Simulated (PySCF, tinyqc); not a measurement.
The basis set: RHF and MP2 along a ladder of basis sets, for BH, spin multiplicity 1. Computed by the program tinyqc with PySCF. Same geometry throughout; the dipole is taken about the origin.

Geometry (angstrom):

| atom | x | y | z |
|---|---|---|---|
| B | 0.0000 | 0.0000 | 0.0000 |
| H | 0.0000 | 0.0000 | 1.0660 |

RHF and frozen-core MP2 in a ladder of bases:

| basis | functions | E(RHF) (hartree) | E(MP2 corr) (hartree) | HOMO (eV) | LUMO (eV) | dipole (debye) |
|---|---|---|---|---|---|---|
| sto-3g | 6 | -24.738766 | -0.026085 | -6.6273 | 7.3216 | 1.2217 |
| 3-21g | 11 | -24.963265 | -0.035556 | -9.0561 | 2.0337 | 2.0207 |
| 6-31g | 11 | -25.095288 | -0.035605 | -8.8747 | 2.3207 | 1.9687 |
| 6-31g** | 19 | -25.105866 | -0.059670 | -8.9915 | 2.3604 | 1.9193 |
| aug-cc-pvdz | 32 | -25.112122 | -0.061165 | -9.3284 | 0.7521 | 2.1953 |
| cc-pvtz | 44 | -25.117661 | -0.073099 | -9.3195 | 1.3986 | 2.1491 |

Estimate the missing row, basis = cc-pvdz.

Computed row:
```
basis    functions  E(RHF) (hartree)  E(MP2 corr) (hartree)  HOMO (eV)  LUMO (eV)  dipole (debye)
cc-pvdz         19        -25.110247              -0.059269    -9.2298     1.6880          2.1165
```

From cc-pVDZ to cc-pVTZ the RHF energy falls by 7.4 mhartree and the correlation energy by 13.8. If valence correlation converges as X^-3, (27 E(T) - 8 E(D))/19 gives -0.0789 hartree, a rough estimate from such small X that usually falls short; STO-3G holds about 33 % of it. Beyond STO-3G the LUMO moves by 1.6 eV and the HOMO by 0.5 eV. The restricted reference is unstable here: a spin-polarised solution lies 0.0077 hartree lower (PySCF, cc-pVDZ), so results built on it describe a poor reference.
